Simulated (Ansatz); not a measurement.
# CH₂ClF: energies up the ladder, part 2 of 2

Wanted for CH₂ClF: energies up the ladder.

Ansatz 0.2.0, Gaussian bases.

**13. Single point, CCSD(T)/def2-TZVPP**

The input, input.yaml:

```yaml
crystal:
  periodic: [false, false, false]
  atoms:
    - { symbol: F, position_ang: [-1.37807033, 0.73683915, -0.06191076] }
    - { symbol: C, position_ang: [-0.72485333, -0.4424392, 0.06755625] }
    - { symbol: Cl, position_ang: [1.02246621, -0.19241642, 0.00319284] }
    - { symbol: H, position_ang: [-0.96235689, -0.88009947, 1.03543085] }
    - { symbol: H, position_ang: [-0.99747565, -1.09651408, -0.75863919] }
basis:
  gaussian: { orbitals: def2-TZVPP }
correlation:
  method: ccsd_t
```

On the command line:

```
$ ansatz run input.yaml --threads 4 --pin off --max-ram 10240MiB --backend cpu --events-out ev --progress --plain --runs-dir out
```

What it wrote, shortened:

```text
Warning: RAYON_NUM_THREADS=4 ignored (pool sized by the plan → 4); use --threads N
[...]
Functional definition: HF
[...]
803 factors; integrals over basis functions are off by at most 9.0e-4 eV
[...]
mean field -16273.30564311 eV, -598.0329519417 hartree, gradient 1.3e-6 eV, S^2 0.000000; 0 other end points of the search recorded, 0 dependent functions left out
7 core orbitals not correlated: weight in the atoms' cores, before any rotation towards them, 1.000 or more for the frozen orbitals, at most 0.000 for the correlated occupied ones
reference -16273.30564311 eV, -598.0329519417 hartree; 10, 10 occupied and 115, 115 virtual orbitals, 803 factors
second order -16.62378183 eV of doubles, -0.00000000 eV of singles
cycle   1  -16.91663104 eV  change   -2.9e-1 eV  update   7.8e-2
[...]
cycle   9  -17.34255750 eV  change   -7.4e-6 eV  update   1.3e-5
perturbative correction -0.62225077 eV, -0.0228672941 hartree
Total energy: -16291.27045138 eV, -598.6931464687 hartree
```

It took 5.9 s on 4 threads of Intel Xeon at 2.50GHz (Skylake/Cascade Lake), shared host; peak memory 0.53 GiB.

**14. Single point, CCSD(T)/def2-QZVPP**

input.yaml: that of step 13 with these lines changed.

```diff
@@ -9,3 +9,3 @@
 basis:
-  gaussian: { orbitals: def2-TZVPP }
+  gaussian: { orbitals: def2-QZVPP.json }
 correlation:
```

On the command line:

```
$ ansatz run input.yaml --threads 4 --pin off --max-ram 10240MiB --backend cpu --events-out ev --progress --plain --runs-dir out
```

What it wrote, shortened:

```text
Warning: RAYON_NUM_THREADS=4 ignored (pool sized by the plan → 4); use --threads N
[...]
[... 1 set-up line as earlier in the session ...]
[...]
1477 factors; integrals over basis functions are off by at most 5.6e-4 eV
[...]
mean field -16273.82583184 eV, -598.0520685247 hartree, gradient 2.2e-6 eV, S^2 0.000000; 0 other end points of the search recorded, 0 dependent functions left out
7 core orbitals not correlated: weight in the atoms' cores, before any rotation towards them, 1.000 or more for the frozen orbitals, at most 0.000 for the correlated occupied ones
reference -16273.82583184 eV, -598.0520685247 hartree; 10, 10 occupied and 227, 227 virtual orbitals, 1477 factors
second order -18.13227940 eV of doubles, -0.00000000 eV of singles
cycle   1  -18.26190652 eV  change   -1.3e-1 eV  update   7.9e-2
[...]
cycle   9  -18.70260780 eV  change   -1.3e-5 eV  update   1.5e-5
perturbative correction -0.73329983 eV, -0.0269482717 hartree
Total energy: -16293.26173947 eV, -598.7663249560 hartree
```

It took 41 s on 4 threads of Intel Xeon at 2.50GHz (Skylake/Cascade Lake), shared host; peak memory 3.2 GiB.

**15. Extrapolation to the basis-set limit**

CCSD(T)/CBS estimate, frozen core: CCSD(T) correlation extrapolated, from def2-TZVPP and def2-QZVPP: mean field -16273.8975 eV, total -16294.4231 eV. The exponents are 7.88 (mean field) and 2.97 (correlation).

**16. The cation of multiplicity 2 at the same geometry, PBE0-D4/def2-TZVPP**

input.yaml: that of step 14 with these lines changed.

```diff
@@ -8,5 +8,10 @@
     - { symbol: H, position_ang: [-0.99747565, -1.09651408, -0.75863919] }
+magnetization:
+  spin_polarized: true
+  initial_magnetization: 1
+total_charge: 1
 basis:
-  gaussian: { orbitals: def2-QZVPP.json }
-correlation:
-  method: ccsd_t
+  gaussian: { orbitals: def2-TZVPP }
+hamiltonian:
+  xc: pbe0
+  dispersion: d4
```

On the command line:

```
$ ansatz run input.yaml --threads 4 --pin off --max-ram 10240MiB --backend cpu --events-out ev --progress --plain --runs-dir out
```

What it wrote, shortened:

```text
Warning: RAYON_NUM_THREADS=4 ignored (pool sized by the plan → 4); use --threads N
[... 7 set-up lines as earlier in the session ...]
779 factors; their error is unknown
mean field evaluation 1: about -16282.6390 eV, gradient 4.9e1 eV
mean field evaluation 2: about -16241.8600 eV, gradient 1.1e2 eV
mean field evaluation 4: about -16291.0218 eV, gradient 9.2e0 eV
mean field evaluation 8: about -16291.3884 eV, gradient 1.6e-1 eV
mean field evaluation 16: about -16291.4272 eV, gradient 5.0e-4 eV
mean field -16291.42717546 eV, -598.6989059722 hartree, gradient 1.4e-5 eV, S^2 0.754112; 1 other end points of the search recorded, 0 dependent functions left out
reference -16291.42719459 eV, -598.6989066752 hartree; 17, 16 occupied and 115, 116 virtual orbitals, 779 factors
Total energy: -16291.46640184 eV, -598.7003475150 hartree
```

Run time: 3.8 s. Hardware: 4 threads of Intel Xeon at 2.50GHz (Skylake/Cascade Lake), shared host; peak memory 0.26 GiB.

**17. The cation of multiplicity 2 at the same geometry, PBE-D4/def2-TZVPP**

input.yaml: that of step 16 with these lines changed.

```diff
@@ -15,3 +15,3 @@
 hamiltonian:
-  xc: pbe0
+  xc: pbe
   dispersion: d4
```

On the command line:

```
$ ansatz run input.yaml --threads 4 --pin off --max-ram 10240MiB --backend cpu --events-out ev --progress --plain --runs-dir out
```

What it wrote, shortened:

```text
Warning: RAYON_NUM_THREADS=4 ignored (pool sized by the plan → 4); use --threads N
[... 6 set-up lines as earlier in the session ...]
748 factors; their error is unknown
mean field evaluation 1: about -16276.5652 eV, gradient 6.1e1 eV
mean field evaluation 2: about -16124.3014 eV, gradient 1.8e2 eV
mean field evaluation 4: about -16286.9943 eV, gradient 2.9e1 eV
mean field evaluation 8: about -16290.7053 eV, gradient 1.2e-1 eV
mean field evaluation 16: about -16290.6847 eV, gradient 3.4e-3 eV
mean field evaluation 32: about -16290.6847 eV, gradient 6.4e-6 eV
mean field evaluation 64: about -16290.5255 eV, gradient 1.4e0 eV
mean field -16290.68468422 eV, -598.6716199223 hartree, gradient 1.4e-5 eV, S^2 0.751850; 6 other end points of the search recorded, 0 dependent functions left out
reference -16290.68471004 eV, -598.6716208714 hartree; 17, 16 occupied and 115, 116 virtual orbitals, 748 factors
Total energy: -16290.73256243 eV, -598.6733794141 hartree
```

Wall time 7.7 s (4 threads of Intel Xeon at 2.50GHz (Skylake/Cascade Lake), shared host); peak memory 0.25 GiB.

**18. The cation of multiplicity 2 at the same geometry, r2SCAN-D4/def2-TZVPP**

input.yaml: that of step 17 with these lines changed.

```diff
@@ -15,3 +15,3 @@
 hamiltonian:
-  xc: pbe
+  xc: r2scan
   dispersion: d4
```

On the command line:

```
$ ansatz run input.yaml --threads 4 --pin off --max-ram 10240MiB --backend cpu --events-out ev --progress --plain --runs-dir out
```

What it wrote, shortened:

```text
Warning: RAYON_NUM_THREADS=4 ignored (pool sized by the plan → 4); use --threads N
[... 7 set-up lines as earlier in the session ...]
748 factors; their error is unknown
mean field evaluation 1: about -16285.2540 eV, gradient 5.6e1 eV
mean field evaluation 2: about -16202.4208 eV, gradient 1.5e2 eV
mean field evaluation 4: about -16295.1338 eV, gradient 2.0e1 eV
mean field evaluation 8: about -16296.9728 eV, gradient 2.2e-1 eV
mean field evaluation 16: about -16296.9530 eV, gradient 4.2e-3 eV
mean field evaluation 32: about -16296.6841 eV, gradient 6.6e0 eV
mean field evaluation 64: about -16293.0211 eV, gradient 2.3e1 eV
mean field -16296.95302092 eV, -598.9019770473 hartree, gradient 1.2e-5 eV, S^2 0.754133; 6 other end points of the search recorded, 0 dependent functions left out
reference -16296.95302889 eV, -598.9019773402 hartree; 17, 16 occupied and 115, 116 virtual orbitals, 748 factors
Total energy: -16296.96375836 eV, -598.9023716410 hartree
```

Run time: 13 s. Hardware: 4 threads of Intel Xeon at 2.50GHz (Skylake/Cascade Lake), shared host; peak memory 0.3 GiB.

**19. The cation of multiplicity 2 at the same geometry, B3LYP-D4/def2-TZVPP**

input.yaml: that of step 18 with these lines changed.

```diff
@@ -15,3 +15,3 @@
 hamiltonian:
-  xc: r2scan
+  xc: { name: B3LYP }
   dispersion: d4
```

On the command line:

```
$ ansatz run input.yaml --threads 4 --pin off --max-ram 10240MiB --backend cpu --events-out ev --progress --plain --runs-dir out
```

What it wrote, shortened:

```text
Warning: RAYON_NUM_THREADS=4 ignored (pool sized by the plan → 4); use --threads N
[... 7 set-up lines as earlier in the session ...]
767 factors; their error is unknown
mean field evaluation 1: about -16289.6658 eV, gradient 5.3e1 eV
mean field evaluation 2: about -16236.3441 eV, gradient 1.3e2 eV
mean field evaluation 4: about -16299.2567 eV, gradient 1.2e1 eV
mean field evaluation 8: about -16299.8583 eV, gradient 5.8e-2 eV
mean field evaluation 16: about -16299.8834 eV, gradient 1.1e-4 eV
mean field -16299.88338017 eV, -599.0096657636 hartree, gradient 2.1e-5 eV, S^2 0.753332; 1 other end points of the search recorded, 0 dependent functions left out
reference -16299.88356162 eV, -599.0096724316 hartree; 17, 16 occupied and 115, 116 virtual orbitals, 767 factors
Total energy: -16299.96160363 eV, -599.0125404225 hartree
```

Run time: 3.8 s. Hardware: 4 threads of Intel Xeon at 2.50GHz (Skylake/Cascade Lake), shared host; peak memory 0.26 GiB.

**20. The cation of multiplicity 2 at the same geometry, wB97M-V/def2-TZVPP**

input.yaml: that of step 19 with these lines changed.

```diff
@@ -15,3 +15,2 @@
 hamiltonian:
-  xc: { name: B3LYP }
-  dispersion: d4
+  xc: { name: wB97M-V }
```

On the command line:

```
$ ansatz run input.yaml --threads 4 --pin off --max-ram 10240MiB --backend cpu --events-out ev --progress --plain --runs-dir out
```

What it wrote, shortened:

```text
Warning: RAYON_NUM_THREADS=4 ignored (pool sized by the plan → 4); use --threads N
[...]
[... 1 set-up line as earlier in the session ...]
[...]
  gx(w, u) = 1 - cx + cx01*u + cx10*w
  gss(w, u) = css00 + css04*u^4 + css10*w + css20*w^2 + css43*w^4*u^3
  gos(w, u) = cos00 + cos10*w + (cos20 + cos21*u)*w^2 + (cos60 + cos61*u)*w^6
[...]
      + integral(e_c_pw_mod_opposite_spin*gos(b97_w_opposite, b97_u_opposite)) + vv10(b, c)
764 factors; their error is unknown
147 factors; integrals over basis functions are off by at most 3.6e-5 eV
[...]
mean field -16297.43385184 eV, -598.9196472576 hartree, gradient 1.9e-5 eV, S^2 0.752774; 1 other end points of the search recorded, 0 dependent functions left out
reference -16297.43388174 eV, -598.9196483564 hartree; 17, 16 occupied and 115, 116 virtual orbitals, 764 factors
Total energy: -16297.43388174 eV, -598.9196483564 hartree
```

It took 14 s on 4 threads of Intel Xeon at 2.50GHz (Skylake/Cascade Lake), shared host; peak memory 0.48 GiB.

**21. The cation of multiplicity 2 at the same geometry, B2PLYP/def2-TZVPP**

input.yaml: that of step 20 with these lines changed.

```diff
@@ -15,2 +15,2 @@
 hamiltonian:
-  xc: { name: wB97M-V }
+  xc: { name: B2PLYP }
```

On the command line:

```
$ ansatz run input.yaml --threads 4 --pin off --max-ram 10240MiB --backend cpu --events-out ev --progress --plain --runs-dir out
```

What it wrote, shortened:

```text
Warning: RAYON_NUM_THREADS=4 ignored (pool sized by the plan → 4); use --threads N
[...]
[... 1 set-up line as earlier in the session ...]
[...]
803 factors; integrals over basis functions are off by at most 9.0e-4 eV
[...]
mean field -16288.21775015 eV, -598.5809617675 hartree, gradient 9.3e-6 eV, S^2 0.756777; 2 other end points of the search recorded, 0 dependent functions left out
7 core orbitals not correlated: weight in the atoms' cores, before any rotation towards them, 1.000 or more for the frozen orbitals, at most 0.000 for the correlated occupied ones
reference -16288.21786406 eV, -598.5809659534 hartree; 10, 9 occupied and 115, 116 virtual orbitals, 803 factors
second order -18.98691965 eV of doubles, -0.00000000 eV of singles
Total energy: -16293.34433236 eV, -598.7693601888 hartree
```

Wall time 5.5 s (4 threads of Intel Xeon at 2.50GHz (Skylake/Cascade Lake), shared host); peak memory 0.27 GiB.

**22. The cation of multiplicity 2 at the same geometry, CCSD(T)/def2-TZVPP**

input.yaml: that of step 21 with these lines changed.

```diff
@@ -14,3 +14,5 @@
   gaussian: { orbitals: def2-TZVPP }
-hamiltonian:
-  xc: { name: B2PLYP }
+correlation:
+  method: ccsd_t
+scf:
+  omitted_lower_state_checks: [cluster_reference]
```

On the command line:

```
$ ansatz run input.yaml --threads 4 --pin off --max-ram 10240MiB --backend cpu --events-out ev --progress --plain --runs-dir out
```

What it wrote, shortened:

```text
Warning: RAYON_NUM_THREADS=4 ignored (pool sized by the plan → 4); use --threads N
[...]
[... 1 set-up line as earlier in the session ...]
[...]
803 factors; integrals over basis functions are off by at most 9.0e-4 eV
[...]
mean field -16262.51589760 eV, -597.6364361078 hartree, gradient 3.6e-6 eV, S^2 0.762460; 6 other end points of the search recorded, 0 dependent functions left out
7 core orbitals not correlated: weight in the atoms' cores, before any rotation towards them, 1.000 or more for the frozen orbitals, at most 0.000 for the correlated occupied ones
reference -16262.51589760 eV, -597.6364361078 hartree; 10, 9 occupied and 115, 116 virtual orbitals, 803 factors
second order -15.53196585 eV of doubles, -0.00000000 eV of singles
cycle   1  -15.93571241 eV  change   -4.0e-1 eV  update   9.1e-2
[...]
cycle  13  -16.45221005 eV  change   -8.6e-6 eV  update   1.3e-5
perturbative correction -0.60907479 eV, -0.0223830855 hartree
Total energy: -16279.57718244 eV, -598.2634267608 hartree
Checks for a lower state left out: cluster_reference
```

Wall time 22 s (4 threads of Intel Xeon at 2.50GHz (Skylake/Cascade Lake), shared host); peak memory 1.1 GiB.

**23. The cation of multiplicity 2 at the same geometry, CCSD(T)/def2-QZVPP**

input.yaml: that of step 22 with these lines changed.

```diff
@@ -13,3 +13,3 @@
 basis:
-  gaussian: { orbitals: def2-TZVPP }
+  gaussian: { orbitals: def2-QZVPP.json }
 correlation:
```

On the command line:

```
$ ansatz run input.yaml --threads 4 --pin off --max-ram 10240MiB --backend cpu --events-out ev --progress --plain --runs-dir out
```

What it wrote, shortened:

```text
Warning: RAYON_NUM_THREADS=4 ignored (pool sized by the plan → 4); use --threads N
[...]
[... 1 set-up line as earlier in the session ...]
[...]
1477 factors; integrals over basis functions are off by at most 5.6e-4 eV
[...]
mean field -16263.03936899 eV, -597.6556733262 hartree, gradient 2.7e-6 eV, S^2 0.762887; 6 other end points of the search recorded, 0 dependent functions left out
7 core orbitals not correlated: weight in the atoms' cores, before any rotation towards them, 1.000 or more for the frozen orbitals, at most 0.000 for the correlated occupied ones
reference -16263.03936899 eV, -597.6556733262 hartree; 10, 9 occupied and 227, 228 virtual orbitals, 1477 factors
second order -16.91188179 eV of doubles, -0.00000000 eV of singles
cycle   1  -17.16101938 eV  change   -2.5e-1 eV  update   9.1e-2
[...]
cycle  14  -17.68700412 eV  change   -1.4e-5 eV  update   5.8e-6
perturbative correction -0.70569172 eV, -0.0259336923 hartree
Total energy: -16281.43206482 eV, -598.3315924313 hartree
Checks for a lower state left out: cluster_reference
```

It took 2.7 min on 4 threads of Intel Xeon at 2.50GHz (Skylake/Cascade Lake), shared host; peak memory 7.6 GiB.

**24. Extrapolation to the basis-set limit**

CCSD(T)/CBS estimate, frozen core: CCSD(T) correlation extrapolated, from def2-TZVPP and def2-QZVPP: mean field -16263.1115 eV, total -16282.4904 eV. The exponents are 7.88 (mean field) and 2.97 (correlation).

**25. Geometries side by side**

```csv
level,F1–C2 (Å),C2–Cl3 (Å),rotational constants (MHz),dipole (D),highest frequency (cm⁻¹),CPU time
PBE0-D4/def2-TZVPP,1.3543,1.7663,"42612, 5717.9, 5212.6",1.78,3171,46 s
```

Constants are for the commonest isotopes at the equilibrium geometry; times are CPU times of the relaxations.

**26. Vertical ionisation energy**

```csv
level,vertical ionisation energy (eV),from CCSD(T)/CBS (eV),CPU time of both
PBE-D4/def2-TZVPP,11.210,-0.722,28 s
r2SCAN-D4/def2-TZVPP,11.395,-0.538,49 s
B3LYP-D4/def2-TZVPP,11.588,-0.345,16 s
wB97M-V/def2-TZVPP,11.672,-0.260,64 s
B2PLYP/def2-TZVPP,11.655,-0.277,25 s
CCSD(T)/def2-TZVPP,11.693,-0.239,98 s
CCSD(T)/def2-QZVPP,11.830,-0.103,13 min
CCSD(T)/CBS,11.933,+0.000,-
```

**27. Summary of results**

This closing draws on all 2 parts.

| quantity | value |
| --- | --- |
| F1–C2 at PBE0-D4/def2-TZVPP | 1.354 Å |
| C2–Cl3 at PBE0-D4/def2-TZVPP | 1.766 Å |
| frequencies at PBE0-D4/def2-TZVPP | 388 to 3171 cm⁻¹ |
| vertical ionisation energy, CCSD(T)/CBS | 11.933 eV |

In words: Against the measured dipole moment of CH2ClF, 1.82 D (NIST CCCBDB Release 22 (SRD 101), experimental dipoles), the calculated 1.78 D is off by -1.9 %. That is PBE0-D4/def2-TZVPP. No mode is imaginary, so the geometry is a minimum. For the vertical ionisation energy, CCSD(T)/def2-QZVPP comes nearest to CCSD(T)/CBS (-0.10 eV) and PBE-D4/def2-TZVPP is farthest (-0.72 eV).
